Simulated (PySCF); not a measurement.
Working with the constants of MgP

UHF-CCSD(T) constants of MgP, ⁴Σ⁻ (quartet), unpaired electrons σ ↑, π ↑↑ (Mg cc-pVDZ, P cc-pV(D+d)Z; no relativity (PySCF 2.14); masses 23.9850 and 30.9738 u):

```
ωe           : 265.7 cm⁻¹
ωexe         : 5.04 cm⁻¹
Be           : 0.18497 cm⁻¹
αe           : 0.00284 cm⁻¹
De to Mg + P : 0.250 eV
```

Problem. What force constant and bond length do these constants imply?

Solution. Reduced mass μred = 13.518 u; k = 5.8918×10⁻⁷·μred·ωe² (u, cm⁻¹, mdyn/Å) = 0.562 mdyn/Å; Re = √(16.8576/(μred·Be)) (u, cm⁻¹, Å) = 2.597 Å.

Problem. Estimate the centrifugal constant D from the Kratzer relation and find the Dunham coefficient a1.

Solution. D = 4Be³/ωe² = 3.59e-07 cm⁻¹; a1 = −1 − αeωe/(6Be²) = -4.68.

Correlated steps freeze 6 core orbitals. The bond is weak. Basis-set superposition, not corrected here, can be much of De in a small basis, most of all at correlated wavefunction levels. The state was picked by a PBE0 search and need not be the measured ground state.
